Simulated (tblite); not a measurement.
Compound: C₅H₇O (doublet state).
SMILES: `[CH]1C[C@]12CCO2`

Computed values, GFN2-xTB/tblite, gas phase, harmonic and unscaled. The method is semi-empirical: single wavenumbers can be off by several per cent or more. Open shells enter through the occupations alone, without spin polarisation, and single modes of such species can be off by tens of per cent.

Harmonic wavenumbers (cm⁻¹): 119.8, 253.7, 313.1, 408.2, 575.4, 582.5, 793.0, 835.0, 867.9, 869.9, 904.7, 1007.8, 1023.8, 1037.8, 1052.3, 1068.8, 1115.9, 1129.8, 1154.3, 1163.2, 1208.6, 1262.7, 1381.4, 1448.1, 1463.9, 1480.2, 2934.5, 2956.9, 2992.4, 3006.8, 3016.0, 3051.9, 3146.5.

A = 8295, B = 3212, C = 2869 MHz; mass 83.050 u (most abundant isotopes); point group C1, symmetry number 1; spin multiplicity 2.

Question: Zero-point energy?

Answer: ½Σν̃ = 22813 cm⁻¹ = 272.91 kJ/mol.

Question: Entropy at 500 K, 1 bar (ideal gas, RRHO, classical rotation)?

Answer: Translation 174.72, rotation 114.58, vibration 87.85, spin (R ln 2) 5.76: S = 382.9 J/(mol K).

Question: And Cp and H(500 K) − H(0)?

Answer: Cp = 155.33 J/(mol K), of which vibrations give 122.07 (their classical limit is 33 R = 274.4); H(500 K) − H(0) = 43.15 kJ/mol without the zero-point energy, 26.52 from vibrations.

Question: Which modes carry the vibrational entropy at 500 K?

Answer: 119.8 cm⁻¹: 17.21; 253.7 cm⁻¹: 11.11; 313.1 cm⁻¹: 9.46; 408.2 cm⁻¹: 7.44; 575.4 cm⁻¹: 5.01; 582.5 cm⁻¹: 4.93 J/(mol K); the other 27 give 32.69 together.

Question: What must be added to the electronic energy to get the Gibbs energy at 500 K and 1 bar?

Answer: ZPE + [H(500 K) − H(0)] − T·S = 272.91 + 43.15 − 191.46 = 124.60 kJ/mol.

Question: Blend soft modes into free rotors: weight 1/[1 + (100 cm⁻¹/ν̃)⁴] for the oscillator and the rest for a rotor with moment μB/(μ + B), μ = h/(8π²ν), B = 10⁻⁴⁴ kg m². What vibrational entropy results?

Answer: 86.58 J/(mol K) in place of 87.85, which changes −T·S at 500 K by +0.64 kJ/mol.

Hindered rotation and anharmonicity are outside this model. The structure is chiral; the term R ln 2 for an equal mix with its mirror image is left out.
